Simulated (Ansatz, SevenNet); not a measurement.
Zinc-blende GaAs, formation enthalpy

Reference value: -0.37 eV/atom (measured, 298 K, no zero-point or thermal correction, sources range from -0.384 to -0.368; as tabulated in Zhang et al. (2018), doi:10.1038/s41524-018-0065-z).

Task: Put these levels in order of the formation enthalpy that they give for zinc-blende GaAs, smallest first: HSE06 (Ansatz, a program for electronic structure), PBE-D3(BJ) (Ansatz), SevenNet-l3i5 (SevenNet).

Result: HSE06 (-0.452 eV/atom), SevenNet-l3i5 (-0.349 eV/atom), PBE-D3(BJ) (-0.311 eV/atom)

Differences against the reference: SevenNet-l3i5 +0.021 eV/atom, PBE-D3(BJ) +0.059 eV/atom, HSE06 -0.082 eV/atom.

The reference has no zero-point or thermal correction, while the calculations are for a static lattice, so the differences are not the levels' errors alone.  HSE06: hybrids on metals are sensitive to the k mesh and can open a false gap. Each level is taken at its own relaxed cell. Ansatz's density-functional and Hartree–Fock values are scalar-relativistic unless marked +SOC, with PAW data made under PBE.

Machine-learned potentials (SevenNet-l3i5) are trained on DFT data, which may include these solids.

Differences are worked out from the printed values.
